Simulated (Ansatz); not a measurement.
Consider the atomization: `CC(F)OCF` → 3 C• + 2 F• + 6 H• + O•.

Gas-phase electronic energies from Ansatz, PBE0-D4/def2-TZVP geometries. CBS: MP2 limit from def2 TZ/QZ plus the TZ coupled-cluster correction, frozen cores. This one scheme is used for every species, atoms too. DFT in def2-TZVPP. Open shells (•) are unrestricted, without spin–orbit coupling. Spin–orbit coupling would lower the free atoms: a little for C, F, O. Each species was taken in one conformer, which may not be the lowest.

| level | ΔE (eV) |
| --- | --- |
| CAM-B3LYP-D4 | 49.33 |
| HF/def2-QZVPP | 35.16 |
| MP2/def2-QZVPP | 49.63 |
| HF/CBS(def2) | 35.17 |

Q: What does CCSD(T)/CBS give? (Estimate.)

A: The calculation gave: +48.99 eV. The listed levels differ from it by 0.34, -13.83, 0.64, -13.82 eV.

Largest T1 diagnostic among the species: 0.011.

Leaving LDA and LC-ωPBE aside and taking each functional with its dispersion term where it has one, the values, not all of them listed here, spread over 3.35 eV, from BHLYP-D4 to PBE-D4. LDA lies +7.10 eV from PBE without D4, its usual overbinding. At CCSD(T), def2-SVP lies −2.22 eV from the extrapolated value and def2-TZVPP −1.22 eV: correlation converges slowly with the basis, and small sets miss more of it in the bonded molecule than in its fragments. From r2SCAN to r2SCAN0 (25 % exact exchange), in def2-TZVPP and without D4, ΔE moves by −1.00 eV: exact exchange takes away binding that semilocal exchange gives to molecules.

For atomizations the MP2-based limit and the directly extrapolated one differ by several kJ/mol either way, and by 10 to 25 for some Ge, Se and Sn compounds, so smaller differences from it don't rank the levels.
